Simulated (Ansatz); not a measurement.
One change: `CCCC(=O)OC` becomes `COC(=O)OC`.

Ansatz, PBE0-D4/def2-TZVP geometries, multiplicity 1. Each molecule was computed in one conformer, which needn't be the lowest.

```csv
property,`CCCC(=O)OC`
HOMO energy (ωB97M-V/def2-TZVPP) / eV,-10.39
LUMO energy (ωB97M-V/def2-TZVPP) / eV,2.50
HOMO–LUMO gap (PBE0/def2-TZVPP) / eV,8.38
HOMO–LUMO gap (ωB97M-V/def2-TZVPP) / eV,12.88
LUMO energy (B3LYP/def2-TZVPP) / eV,0.15
HOMO energy (PBE/def2-TZVPP) / eV,-6.26
```

Q: What does the change do to each property? (Best estimate.)

A: Computed: 
```csv
property,`COC(=O)OC`,shift
HOMO energy (ωB97M-V/def2-TZVPP) / eV,-10.92,-0.53
LUMO energy (ωB97M-V/def2-TZVPP) / eV,2.82,0.32
HOMO–LUMO gap (PBE0/def2-TZVPP) / eV,9.64,1.26
HOMO–LUMO gap (ωB97M-V/def2-TZVPP) / eV,13.74,0.86
LUMO energy (B3LYP/def2-TZVPP) / eV,0.88,0.73
HOMO energy (PBE/def2-TZVPP) / eV,-6.67,-0.41
```

With PBE0 the HOMO falls by 0.50 eV and the LUMO rises by 0.76 eV, so the gap widens by about 1.26 eV. PBE moves the HOMO by -0.41 eV and ωB97M-V by -0.53 eV.

B3LYP here is the variant with VWN-RPA as its local correlation; programs differ in this.
